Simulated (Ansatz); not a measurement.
**CHSi (doublet): B3LYP, r2SCAN0 over a scan of the distance Si1–C2, 6-31G**

Aim: run CHSi (doublet) with these functionals over a scan of the distance Si1–C2, and hold them against the top wave-function level at the same points.

Program: Ansatz 0.2.0, Gaussian basis. Level of theory: 6-31G, all electrons in the functionals. These are calculated values, not measurements.

To be run: B3LYP, r2SCAN0, at 1.356 Å; 1.536 Å; 1.683 Å; 1.888 Å; 2.046 Å; 2.320 Å; 2.663 Å; 3.058 Å; 3.680 Å; 4.548 Å; 5.842 Å.

24 further runs of the same task are left out: 1 for a mislabelled method, 5 for a known fault of the program, 16 that didn't finish, 2 set aside as unsound or not needed.

## Step 1: The geometry

The geometry derives from a PBE0/def2-TZVP stationary point (not a proven minimum). One bond is set to the value named and the two fragments are kept rigid.

3 atoms, charge 0, spin multiplicity 2.

Atoms are counted from 1 here; the program's logs count them from 0.

Bond lengths: Si1–C2 1.682 Å, C2–H3 1.079 Å. Angles: Si1–C2–H3 180.0°.

No dispersion term is added. B3LYP takes the VWN-RPA correlation.

The geometry shown and the zero of energy belong to the point 1.683 Å. The yardstick, FCI, and other wave-function levels (R restricted, U unrestricted, valence and pair active spaces) come from earlier runs.

## Step 2: B3LYP, 1.356 Å

Input file in.yaml:

```yaml
crystal:
  periodic: [false, false, false]
  atoms:
    - {symbol: Si, position_ang: [0.000000, 0.000000, 1.263808]}
    - {symbol: C, position_ang: [0.000000, 0.000000, -0.092192]}
    - {symbol: H, position_ang: [0.000000, 0.000000, -1.171615]}
basis:
  gaussian: {orbitals: 6-31G}
magnetization: {spin_polarized: true, initial_magnetization: 1}
hamiltonian: {xc: {name: B3LYP}}
```

Run with:

```sh
$ ansatz run in.yaml --threads 1 --pin off --events-out ev --progress --plain --max-ram 2393MiB
```

After this run come: B3LYP, 1.536 Å; B3LYP, 1.683 Å; B3LYP, 1.888 Å; B3LYP, 2.046 Å; B3LYP, 2.320 Å; B3LYP, 2.663 Å; B3LYP, 3.058 Å; B3LYP, 3.680 Å; B3LYP, 4.548 Å; B3LYP, 5.842 Å; r2SCAN0, 1.356 Å; r2SCAN0, 1.536 Å; r2SCAN0, 1.683 Å; r2SCAN0, 1.888 Å; r2SCAN0, 2.046 Å; r2SCAN0, 2.320 Å; r2SCAN0, 2.663 Å; r2SCAN0, 3.058 Å; r2SCAN0, 3.680 Å; r2SCAN0, 4.548 Å; r2SCAN0, 5.842 Å.

**Question.** What will the summary of the whole plan be? Wanted: span of the FCI curve; largest miss, B3LYP; largest miss, r2SCAN0.

The runs gave:

```
             quantity                value
span of the FCI curve             4.724 eV
  largest miss, B3LYP  +0.538 eV (3.058 Å)
largest miss, r2SCAN0  +0.419 eV (2.663 Å)
```

In words: Of the functionals, r2SCAN0 keep the smallest largest miss at the points compared (at most 0.419 eV) and B3LYP strays most (0.538 eV, at 3.058 Å). B3LYP, r2SCAN0 clearly break the spin symmetry at some points (⟨S²⟩ up to 1.52 above the pure value), so energy there is bought with a mixed spin. Functionals and the yardstick converge differently with the basis, so part of each miss in 6-31G is the basis.
